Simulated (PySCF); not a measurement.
Gas-phase reaction: BF(OH)2 + HF + BHF2 → 2 BF2OH + 2 H

Computed with PySCF and rigid-rotor harmonic-oscillator thermochemistry at 1 bar. † marks an energy on the PBE0/def2-TZVP geometry and frequencies; other levels use their own. MP2 and CCSD(T) freeze the core. 6-31G* has spherical d functions here. Open shells (unrestricted): H (multiplicity 2); the rest are closed-shell singlets. BF(OH)2, BF2OH: computed as isolated molecules; such fragments, hydroxides, amides, oligomers or adducts are transient or little studied in the gas. MP2 isn't extrapolated to the basis-set limit. CCSD(T) isn't extrapolated to the basis-set limit.

| level | ΔH°(298 K), kJ |
|---|---|
| BLYP/def2-TZVP† | … |
| CCSD(T)/def2-TZVPP† | 299 |
| HF/6-31G* | … |
| HF/def2-TZVP† | 186 |
| M06-2X/def2-TZVP† | 281 |
| MP2/def2-TZVPP† | 279 |
| PBE/def2-SVP | 245 |
| PBE0/def2-QZVP† | 287 |
| PBE0/def2-TZVP | 278 |
| r2SCAN/def2-TZVP† | … |
| ωB97X-V/def2-TZVP† | … |

**Question.** Complete the blanks.

**Answer.** 
- BLYP/def2-TZVP†, ΔH°(298 K), kJ: 296
- HF/6-31G*, ΔH°(298 K), kJ: 150
- r2SCAN/def2-TZVP†, ΔH°(298 K), kJ: 279
- ωB97X-V/def2-TZVP†, ΔH°(298 K), kJ: 289
